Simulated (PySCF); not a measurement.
## Helium: a sound run and one with changed settings

Sound run: He 1s2, He⁺ 1s1. Calculation: PySCF 2.14, in def2-TZVP (3s1p, 6 functions); no relativity, point nucleus. The sound run starts from symmetry-adapted Hartree-Fock orbitals and uses a fine grid where one is needed.

Changed run: radial step 0.5 in ln r (0.13 in the sound run). This setting is unsound on purpose.

```tsv
species	method	sound run (hartree)	changed run (hartree)	converged
He	UHF	-2.85990	-2.85990	yes
He	MN15	-2.91720	-2.91873	yes
He	PBE	-2.89058	-2.89110	yes
He⁺	UHF	-1.99814	-1.99814	yes
He⁺	MN15	-2.00306	-2.00519	yes
He⁺	PBE	-1.99209	-1.99258	yes
```

Ionisation energy of He:

| method | sound run (eV) | changed run (eV) |
| --- | --- | --- |
| UHF | 23.450 | 23.450 |
| MN15 | 24.875 | 24.859 |
| PBE | 24.449 | 24.450 |

A coarse radial grid mis-integrates the density and the exchange-correlation energy, with errors of either sign; Hartree-Fock needs no grid.

For comparison, NIST gives 24.587 eV between the lowest levels.
